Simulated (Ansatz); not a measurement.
Isolated molecules relaxed with PBE0-D4/def2-TZVP in Ansatz; ΔE leaves out vibrations. CBS: MP2 limit from def2 TZ/QZ plus the TZ coupled-cluster correction, frozen cores. This one scheme is used for every species. Functionals use def2-TZVPP. Each species was taken in one conformer, which may not be the lowest.

Reaction (hydrogenolysis of a C–C bond): `CC(Cl)CCl` + H₂ → `ClCCCl` + CH₄

```json
{"level": "B2PLYP", "ΔE (kJ/mol)": "-63.3"}
{"level": "SCS-MP2/def2-TZVPP", "ΔE (kJ/mol)": "-55.3"}
{"level": "CCSD/def2-TZVPP", "ΔE (kJ/mol)": "-60.0"}
{"level": "CCSD/CBS(def2)", "ΔE (kJ/mol)": "-58.6"}
```

Task: What does CCSD(T)/CBS give? (An estimate is asked.)

Result: Ansatz gave: -53.5 kJ/mol. The listed levels differ from it by -9.8, -1.8, -6.5, -5.1 kJ/mol.

Largest T1 diagnostic among the species: 0.009.

The D4 term adds +11.6 kJ/mol with B3LYP and +6.3 kJ/mol with PBE0; it sums over pairs of atoms, weighted by their polarisabilities, and B3LYP, whose exchange is more repulsive, gets the larger term. In def2-TZVPP, CCSD(T) changes the Hartree–Fock value by +25.1 kJ/mol (the triples alone add +5.1 kJ/mol) and MP2 by +30.5 kJ/mol.

B3LYP here is the variant with VWN-RPA as its local correlation; programs differ in this.
